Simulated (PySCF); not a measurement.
Species: C6H8 (charge +1 and doublet state).
Geometry (GFN2-xTB, Å), atoms numbered from 1 in this order:
```xyz
14
C6H8 angstrom
C      2.3814   -0.7079   -0.8503
C      1.3042   -0.3754   -0.4010
C      0.0608    0.0075    0.1134
C     -0.0388    0.2985    1.5631
C     -1.2010   -0.5933   -0.6293
C     -0.8801    0.7945   -0.8862
H      3.3199   -0.9968   -1.2374
H      0.6575    1.0951    1.8465
H      0.2735   -0.5690    2.1543
H     -1.0468    0.5849    1.8530
H     -0.9721   -1.3426   -1.3747
H     -2.0036   -0.8496    0.0492
H     -1.4415    1.5818   -0.4011
H     -0.4139    1.0719   -1.8217
```

Identity: `[CH+]=[C]C1(C)CC1` [radical] (charge +1).

Theory: UKS B3LYP, pcH-1 on C H, non-relativistic, mean-field spin-orbit, GIAO in PySCF. Isolated species at its GFN2-xTB geometry, gas phase. The geometry wasn't refined by DFT: couplings that depend on bond lengths, twists or pyramidal angles can differ widely from those at the functional's own minimum, by a factor of two or more for some ions and for spin on atoms past the first row. No stability test was run, so a lower SCF solution isn't excluded.

(1) Give the principal g shifts and their parts.

(2) What effective moment and Curie constant follow for a powder?

(3) At 93.928 GHz, how far is the centre of the isotropic spectrum from where a free electron (g = 2.002319) resonates?

(4) In a frozen sample, at which fields do the three g values resonate at 9.5, 34, 94 and 263 GHz (hyperfine left aside), and which band first spreads them over more than twice a line width of 0.3 mT?

Results:

(1) 
```json
{"Δg (ppt)": "relativistic mass correction", "1": "-0.15", "2": "-0.15", "3": "-0.15"}
{"Δg (ppt)": "gauge correction", "1": "0.02", "2": "0.01", "3": "0.02"}
{"Δg (ppt)": "orbital Zeeman/spin–orbit", "1": "0.36", "2": "0.97", "3": "5.77"}
{"Δg (ppt)": "total", "1": "0.23", "2": "0.83", "3": "5.64"}
```

So g = 2.00255, 2.00315, 2.00796 and g_iso = 2.00455; the tensor is close to axial: the two nearest values differ by 11 % of g3 − g1. Axes: g1 points within 1° of the C5–C6 bond and g3 points within 9° of the C1–C2 bond.

(2) With the mean of g² = 4.0182 and S(S+1) = 0.75: μ_eff = √(⟨g²⟩S(S+1)) = 1.736 μB and χT = 0.12505·⟨g²⟩·S(S+1) = 0.377 cm³ K/mol (cgs; spin-Hamiltonian part alone).

(3) B = hν/(g μB) with μB/h = 13.99624 MHz/mT gives 3351.58 mT for the free electron and 3347.85 mT at g_iso, 3.73 mT lower.

(4) 
```csv
band,GHz,B(g3) mT,B(g2) mT,B(g1) mT,spread mT
X,9.5,338.03,338.84,338.94,0.91
Q,34.0,1209.80,1212.70,1213.06,3.27
W,94.0,3344.73,3352.77,3353.77,9.04
J,263.0,9358.13,9380.61,9383.41,25.28
```

The spread grows in proportion to the frequency. X band is the first where it exceeds 0.6 mT.

The largest Mulliken spin populations are on C1 (+0.46), C3 (+0.25), C5 (+0.13) and C6 (+0.13).

The HOMO–LUMO gaps are 7.73 eV among the α and 2.83 eV among the β orbitals.

The SMILES draws the unpaired electron on C2; the largest computed Mulliken spin population is on C1 (0.46 against -0.02).
